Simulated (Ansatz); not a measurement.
# fcc Ca

Level of theory: r²SCAN0 (Ansatz, a quantum-chemistry and plane-wave program, PAW).

Settings: plane-wave cutoff 520 eV, 10×10×10 k mesh, Fermi–Dirac smearing 0.05 eV, scalar-relativistic PAW data made under PBE.

Cell (relaxed at this level):

```yaml
crystal:
  lattice:
    - [0.00000, 2.80288, 2.80288]
    - [2.80288, 0.00000, 2.80288]
    - [2.80288, 2.80288, 0.00000]
  atoms:
    - { symbol: Ca, position: [0.00000, 0.00000, 0.00000] }
```

```yaml
bulk modulus B0: 18.0 GPa
pressure derivative B′ of the bulk modulus: 3.6
```

Measured, for comparison: bulk modulus 18.6 GPa (corrected for temperature and zero-point phonon effects, our sources range from 15.9 to 18.7; as tabulated in Levämäki et al. (2014), arXiv:1402.3671). Computed (rounded) less measured: bulk modulus not scored (sources differ).

Computed values are for the static lattice.
